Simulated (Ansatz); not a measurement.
Program: Ansatz 0.2.0.

A structure relaxed at PBE0-D4/def2-TZVP, charge 0, multiplicity 1:

```xyz
10

C    -1.107    0.641    1.035
C    -0.080    0.105    0.153
C     0.706   -0.063   -0.832
O     1.401    0.368   -1.869
N     0.370   -1.350   -0.288
H    -2.062    0.134    0.859
H    -1.241    1.708    0.847
H    -0.850    0.510    2.091
H     1.740   -0.404   -2.338
H     1.122   -1.649    0.343
```

Question: Give its formula and SMILES.

Answer: C3H5NO, `CC1=C(O)N1`.

Question: Summarise the bond lengths by kind.

Answer: 2 × C–C 1.272 to 1.456 Å; 3 × C–H 1.092 to 1.095 Å; 2 × C–N 1.437 to 1.586 Å; 1 × C–O 1.321 Å; 1 × H–O 0.965 Å; 1 × H–N 1.026 Å.
